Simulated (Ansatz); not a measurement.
Grey tin (α-Sn) was calculated with PBE (PAW; Ansatz, an electronic-structure program).

Numerical settings: plane-wave cutoff 500 eV, 20×20×20 k mesh, Fermi–Dirac smearing 0.1 eV, scalar-relativistic PAW data made under PBE.

Computed at the level's own relaxed cell.

### Question
What does this level give for the volume per atom and lattice constant a?

### Answer

- volume per atom: 36.85 Å³/atom
- lattice constant a: 6.655 Å

The run finds no gap.

Measured, for comparison: equilibrium volume per atom 33.97 Å³/atom, lattice constant a 6.477 Å (static lattice: zero-point anharmonic expansion removed; as tabulated in Mejia-Rodriguez and Trickey (2018), arXiv:1807.09216). Computed (rounded) less measured: equilibrium volume per atom +8.5 %, lattice constant a +2.7 %.

Spin–orbit coupling is not included.

Static lattice: no zero-point or thermal effects.

The result took very roughly 90 core-seconds.
